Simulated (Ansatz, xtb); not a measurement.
## C4H3F: which of two isomers lies lower

Structure X is `C#C/C=C\F`, a singlet and structure Y is `C#C/C=C/F`, a singlet. Both are isolated molecules in the gas phase, relaxed with PBE0-D3(BJ)/def2-SVP.

X (Å):

| atom | x (Å) | y (Å) | z (Å) |
| --- | --- | --- | --- |
| C | -2.0267 | -2.5330 | 1.5767 |
| C | -1.3580 | -1.5670 | 1.2731 |
| C | -0.6035 | -0.4204 | 0.9150 |
| C | 0.7317 | -0.3867 | 0.8289 |
| F | 1.4929 | -1.4370 | 1.0734 |
| H | -2.6114 | -3.3928 | 1.8464 |
| H | -1.1372 | 0.5080 | 0.6909 |
| H | 1.3009 | 0.5049 | 0.5514 |

Y (Å):

```xyz
8

C    -1.8836   -1.4872   -0.5174
C    -1.1823   -1.4579    0.4728
C    -0.3737   -1.4493    1.6388
C     0.4801   -0.4575    1.9161
F     1.2246   -0.4684    3.0083
H    -2.5028   -1.5097   -1.3949
H    -0.4493   -2.2863    2.3415
H     0.6380    0.4247    1.2887
```

Energies in hartree; the thermal terms are from PBE0-D3(BJ)/def2-SVP harmonic frequencies (ideal gas, rigid rotor, one conformer each, 298.15 K, 1 atm) and include the zero-point energy:

```
                              X           Y
E, CCSD(T)/def2-SVP  −253.110225  −253.110197
    E, MP2/def2-SVP  −253.054100  −253.053965
  E, MP2/def2-TZVPP  −253.522115  −253.521987
  zero-point energy     0.054571     0.054190
       H(298 K) − E     0.060476     0.060251
       G(298 K) − E     0.026654     0.026466
```

Problem. Correct the CCSD(T) difference for the basis set by the MP2 change, then work out ΔE, ΔE₀, ΔH and ΔG for X → Y in kJ/mol (1 Eh = 2625.50 kJ/mol) and the equilibrium ratio [Y]/[X].

Solution. 1. Differences Y − X: CCSD(T) +0.000028, MP2 in the small set +0.000135, MP2 in the large set +0.000128 Eh.
2. ΔE = +0.000028 + (+0.000128 − (+0.000135)) = +0.000021 Eh = +0.06 kJ/mol.
3. ΔE₀ = ΔE + ΔZPE = +0.000021 + (−0.000381) Eh = −0.95 kJ/mol.
4. ΔH = ΔE + (−0.000225) Eh = −0.54 kJ/mol.
5. ΔG = ΔE + (−0.000188) Eh = −0.44 kJ/mol, so ΔS = (ΔH − ΔG)/T = −0.3 J/(mol K).
6. kT = 0.9442 mEh, so K = [Y]/[X] = exp(−ΔG/kT) = exp(+0.18) ≈ 1.2.

The two are too close for this level to say which is favoured. An error of 4 kJ/mol in ΔG would change K by a factor of 5. Mirror images and further conformers aren't counted.

As drawn, both hold the same kinds of bond in the same numbers.

Other levels gave ΔE = −5.6 (GFN2-xTB); −0.5 (HF/STO-3G, GFN2-xTB geometries); +0.7 (r2SCAN-D4/def2-SVP, GFN2-xTB geometries); +0.1 (PBE0-D3(BJ)/def2-SVP); −0.6 (HF/def2-SVP); +0.4 (MP2/def2-SVP); +0.1 (CCSD(T)/def2-SVP) kJ/mol. The correlated steps freeze 5 core orbitals. Programs: Ansatz 0.2.0, xtb 6.7.1.
